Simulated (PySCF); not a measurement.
# Dipole moment and polarisability of 2-ethylthiirane

Species: 2-ethylthiirane, C4H8S.
Geometry (GFN2-xTB, Å), atoms numbered from 1 in this order:
```xyz
13
C4H8S angstrom
C      1.6263    0.1987   -0.2444
C      0.5292   -0.6383    0.4090
C     -0.7327    0.1704    0.5662
C     -1.6880    0.2861   -0.5602
S     -2.2879   -0.7203    0.8084
H      1.8587    1.0681    0.3665
H      1.3098    0.5440   -1.2260
H      2.5307   -0.3928   -0.3599
H      0.8634   -0.9831    1.3900
H      0.3183   -1.5187   -0.2014
H     -0.6339    1.0359    1.2148
H     -1.4815   -0.2669   -1.4672
H     -2.2167    1.2173   -0.7137
```

Level: B3LYP/def2-SVPD (PySCF), static field, nuclei fixed, core orbitals frozen in the response. The polarisability tensor in these axes (au):

```
x   79.99  4.77 -4.82
y    4.77 62.70 -4.35
z   -4.82 -4.35 62.85
```

**Question.** What are the eigenvalues, a third of the trace, and Δα (Δα² = ½Σ(αi − αj)² over the three pairs)?

**Answer.** Principal values 58.42, 64.21 and 82.91 au; mean 68.51 au = 10.15 Å³ = 11.30 × 10⁻⁴⁰ C²·m²/J; Δα = 22.17 au (32 % of the mean).

**Question.** What is the dipole moment, and where does it point?

**Answer.** (1.60, 1.01, -0.91) D, 2.10 D in size, pointing from the negative to the positive side. Measured along this direction, the outermost atoms are S5 at the negative end and H8 and H7 at the positive end.

**Question.** What would n − 1 = 2πNα be for an ideal gas of these molecules at 298.15 K and 1 atm, electronic part alone?

**Answer.** N = p/kT = 2.4615 × 10¹⁹ cm⁻³, so n − 1 = 2π × N × 10.15 × 10⁻²⁴ cm³ = 1570 × 10⁻⁶ at long wavelengths.

**Question.** Form Σ f/ω² (atomic units) for the 8 lowest TDDFT singlets, given as eV and f, and set it beside the mean polarisability, which is this sum over all singlets: 4.80, 0.0002; 5.78, 0.0042; 6.04, 0.0436; 6.30, 0.0378; 6.70, 0.0013; 7.03, 0.0134; 7.40, 0.0190; 7.49, 0.0309.

**Answer.** They add up to 2.58 au, 3.8 % of the 68.51 au; the largest single term is 0.89 au, from the state at 6.04 eV. Terms in order: 0.01, 0.09, 0.89, 0.71, 0.02, 0.20, 0.26, 0.41 au. Higher excitations give the rest. The strengths listed sum to 0.150.

**Question.** What depolarisation ratio follows for Rayleigh scattering of linearly polarised light, taking the static tensor?

**Answer.** ρ = 3Δα²/(45ᾱ² + 4Δα²) = 1474.5/(211233 + 1965.9) = 0.00692.

**Question.** In a dilute gas of rigid molecules at 250 K, how does the orientational term μ²/3kT compare with the electronic polarisability?

**Answer.** In Gaussian units μ²/3kT = 42.71 Å³ against 10.15 Å³, a ratio of 4.21; the Debye molar polarisation (4π/3)N_A(α + μ²/3kT) is 133.4 cm³/mol, leaving out the vibrational part.

Geometry: GFN2-xTB, one conformer, isolated molecule.
